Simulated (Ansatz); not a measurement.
A displaced shape of singlet CO2:

```json
{"atom": "O", "x (Å)": "-0.0130", "y (Å)": "-0.0123", "z (Å)": "-1.2060"}
{"atom": "C", "x (Å)": "-0.0472", "y (Å)": "0.0129", "z (Å)": "-0.0104"}
{"atom": "O", "x (Å)": "0.0186", "y (Å)": "0.0373", "z (Å)": "1.1318"}
```

It was optimised with PBE0/def2-SVP in Ansatz (development build ahead of 0.2.0) to forces under 0.001 eV/Å, with restricted orbitals. Each step stands on the lowest determinant of that kind that the program's search found.

(1) What shape does it relax to, and how does the optimisation go?

Answers

(1)

```xyz
3

O    -0.0298   -0.0120   -1.1871
C    -0.0138    0.0126   -0.0282
O     0.0021    0.0373    1.1307
```

Bond lengths: O1–C2 1.159 Å, C2–O3 1.159 Å. Angles: O1–C2–O3 180.0°.

```csv
step,E − E(start) (eV),largest force (eV/Å)
1,0.0000,4.9018
2,-0.0813,0.7092
3,-0.0873,0.4560
4,-0.0923,0.4295
5,-0.0947,0.0912
6,-0.0947,0.0215
7,-0.0947,0.0052
8,-0.0947,0.0001
```

The optimisation ended after 8 steps with its threshold met.
